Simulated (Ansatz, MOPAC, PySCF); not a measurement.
Barrier height from CHO (SMILES [CH]=O) to the transition structure CHO, without zero-point energy, on the benchmark's geometries as Psi4's copy of the set gives them.
Transition structure (charge 0, multiplicity 2, Z-matrix in Å and degrees):
```
C
O 1 1.1349
H 1 1.8330 2 117.26
```

Open shells are unrestricted; no spin–orbit coupling.

Cores are frozen in the correlated methods. The state reached by PM7 isn't checked; PM7 holds dispersion and hydrogen-bond terms.

The values were computed with Ansatz (Gaussian basis) for Hartree–Fock, density functionals and correlated methods; MOPAC for PM7 (differences of heats of formation); PySCF for the dispersion terms. Each number belongs to the level named beside it.

Task: What is the computed barrier height (SCS-MP2/aug-cc-pVQZ)?

Result: 0.98 eV

Task: What is the computed barrier height (PM7)?

Result: 1.40 eV

Task: What is the computed barrier height (BHLYP-D3(BJ)/def2-TZVPPD)?

Result: 1.07 eV

Ansatz is a quantum-chemistry and plane-wave program.
